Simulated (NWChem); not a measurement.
**diphosphorus (P2) in NWChem**

```xyz
2

P      0.0000     0.0000     0.9455
P      0.0000     0.0000    -0.9455
```
Charge 0, spin multiplicity 1.

The numbers come from NWChem runs, not from measurements. All single points use one geometry, from PBE0/def2-SVP, a minimum by its harmonic frequencies.

Symmetry labels belong to the abelian group D2h used in the runs, with the axes of the coordinates shown; states degenerate in a higher group split over its labels.

Task: List the lowest 3 singlet excitations that TD-PBE/aug-cc-pVDZ gives, with oscillator strengths.

Result: 
```
state  symmetry  energy (eV)  wavelength (nm)      f
-----  --------  -----------  ---------------  -----
1            au         3.77              329  0.000
2           b1u         4.09              303  0.000
3            au         4.09              303  0.000
```
